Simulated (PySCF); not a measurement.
# NaS at TPSS

Computed with TPSS; basis Na def2-TZVPP, S def2-TZVPP; no relativity; PySCF 2.14.

```
state                                           : ²Π (doublet), unpaired electrons π ↑
bond length                                     : 2.503 Å
harmonic wavenumber                             : 321 cm⁻¹
force constant                                  : 0.814 mdyn/Å
rotational constant Be                          : 0.2012 cm⁻¹
anharmonicity ωexe                              : 1.56 cm⁻¹
vibration–rotation constant αe                  : 0.00150 cm⁻¹
well depth De to Na + S                         : 61.3 kcal/mol
dissociation energy D0                          : 60.8 kcal/mol
bond order (Mayer)                              : 0.75
dipole moment (positive dipole means Na(−)S(+)) : -8.09 D
```

The state is the lowest determinant that a PBE0 search found; another state may lie lower at other levels.
